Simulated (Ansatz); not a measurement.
**CH3LiO: one species, many methods**

One table from this session's results is given with a row withheld; the runs are named, their logs left out.

Computed with Ansatz 0.2.0, Gaussian basis. Level: functionals in def2-TZVPP, the program's frozen cores in correlated methods.

The runs, in order: LDA (SPW92), PBE-D4, revPBE-D4, BLYP-D4, r2SCAN-D4, B97M-V, PBE0-D4, B3LYP-D4, r2SCANh-D4, r2SCAN0-D4, HSE06-D4, BHLYP-D4, CAM-B3LYP-D4, LC-ωPBE, ωB97X-V, ωB97M-V, B2PLYP, PBE-QIDH; CCSD(T)/def2-SVP; CCSD(T)/def2-TZVPP; CCSD(T)/def2-QZVPP; extrapolation to the limit.

**Structure used throughout**

An earlier PBE0-D4 in a triple-zeta def2 set relaxation fixed the geometry.

SMILES `[Li][O]C`, 6 atoms, charge 0, spin multiplicity 1.

Atoms are counted from 1 here; the program's logs count them from 0.

Bond lengths: Li1–O2 1.576 Å, O2–C3 1.366 Å, C3–H4 1.105 Å, C3–H5 1.105 Å, C3–H6 1.105 Å. Angles: Li1–O2–C3 180.0°, O2–C3–H4 112.7°, O2–C3–H5 112.7°, O2–C3–H6 112.7°, H4–C3–H5 106.1°, H4–C3–H6 106.1°, H5–C3–H6 106.1°.

Set-up of the first run:

in.yaml

```yaml
crystal:
  periodic: [false, false, false]
  atoms:
    - {symbol: Li, position_ang: [-1.839438, -1.015407, -1.240552]}
    - {symbol: O, position_ang: [-0.645308, -0.365703, -0.443222]}
    - {symbol: C, position_ang: [0.389484, 0.197462, 0.247682]}
    - {symbol: H, position_ang: [1.028506, -0.554335, 0.745962]}
    - {symbol: H, position_ang: [1.061678, 0.789996, -0.399531]}
    - {symbol: H, position_ang: [0.047077, 0.883988, 1.043462]}
basis:
  gaussian: {orbitals: def2-TZVPP}
hamiltonian: {xc: lda}
output: {orbitals: {seedname: orbitals}}
```

Run with:

```sh
ansatz run in.yaml --threads 2 --pin off --events-out ev --progress --plain --max-ram 32768MiB --backend cpu
```

Steps of the session up to this table: LDA; PBE-D4 (GGA); revPBE-D4 (GGA); BLYP-D4 (GGA); r2SCAN-D4 (meta-GGA); B97M-V (meta-GGA); B3LYP-D4 (hybrid); r2SCANh-D4 (hybrid); r2SCAN0-D4 (hybrid); HSE06-D4 (hybrid); BHLYP-D4 (hybrid); CAM-B3LYP-D4 (range-separated); LC-ωPBE (range-separated); ωB97X-V (range-separated); ωB97M-V (range-separated); B2PLYP (double hybrid); PBE-QIDH (double hybrid).

One of the session's tables, all rows but one given; the rest of the session is left out.

It belongs to the step «Frontier levels by functional». 

```
  functional  HOMO (eV)  LUMO (eV)  gap (eV)
 LDA (SPW92)      -4.39      -1.37      3.02
      PBE-D4      -4.25      -1.48      2.77
   revPBE-D4      -4.19      -1.56      2.63
     BLYP-D4      -4.22      -1.52      2.70
   r2SCAN-D4      -4.42      -0.83      3.59
      B97M-V      -4.55      -1.35      3.20
     PBE0-D4          ?          ?         ?
    B3LYP-D4      -5.48      -1.21      4.27
  r2SCANh-D4      -4.97      -0.72      4.25
  r2SCAN0-D4      -5.80      -0.56      5.24
    HSE06-D4      -5.24      -1.24      4.01
    BHLYP-D4      -7.09      -0.67      6.42
CAM-B3LYP-D4      -7.15      -0.54      6.61
     LC-ωPBE      -8.41       0.18      8.60
     ωB97X-V      -8.10       0.20      8.30
     ωB97M-V      -8.07      -0.41      7.66
```

Estimate the missing values for PBE0-D4.

As computed: HOMO (eV): -5.65; LUMO (eV): -0.95; gap (eV): 4.70. In the column «HOMO (eV)» it lies between r2SCAN0-D4 (-5.80) and B3LYP-D4 (-5.48).
